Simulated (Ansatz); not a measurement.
# AlHSi: the cost of one run

Method: the settings change from run to run; program: Ansatz 0.2.0, Gaussian basis.

17 further runs of the same task are left out: 2 for a known fault of the program, 9 that didn't finish, 6 set aside as unsound or not needed.

### Step 1. The geometry

The geometry derives from a PBE0/def2-TZVP stationary point (not a proven minimum). One angle is set to the value named; bond lengths are kept.

3 atoms, charge 0, spin multiplicity 1.

Atoms are counted from 1 here; the program's logs count them from 0.

Bond lengths: Si1–Al2 2.647 Å, Si1–H3 1.545 Å. Angles: Al2–Si1–H3 157.5°.

As a file:

```mol
AlHSi
  3D, bonds by distance, orders not assigned

  3  2  0  0  0  0  0  0  0  0999 V2000
    0.0000    0.0944    0.4417 Si  0  0
    0.0000   -1.5326   -1.6457 Al  0  0
    0.0000    1.4382    1.2040 H   0  0
  1  2  8  0
  1  3  8  0
M  END
```

### Step 2. CCSDT(Q)/B on RHF/6-31G*

Contents of in.yaml:

```yaml
crystal:
  periodic: [false, false, false]
  atoms:
    - {symbol: Si, position_ang: [0.000000, 0.094373, 0.441675]}
    - {symbol: Al, position_ang: [0.000000, -1.532553, -1.645712]}
    - {symbol: H, position_ang: [0.000000, 1.438180, 1.204037]}
basis:
  gaussian: {orbitals: "6-31G*"}
magnetization: {spin_polarized: false}
correlation: {method: ccsdt_q_b, electrons: outside_noble_gas}
output: {forces: true}
```

Started as:

```sh
ansatz run in.yaml --threads 1 --pin off --events-out ev --progress --plain --max-ram 2393MiB
```

**Question.** How long does this run take on 1 thread of Intel Xeon Platinum 8375C at 2.90GHz, shared host, and how much memory does it need?

About 37 s, with a peak of 0.34 GiB.
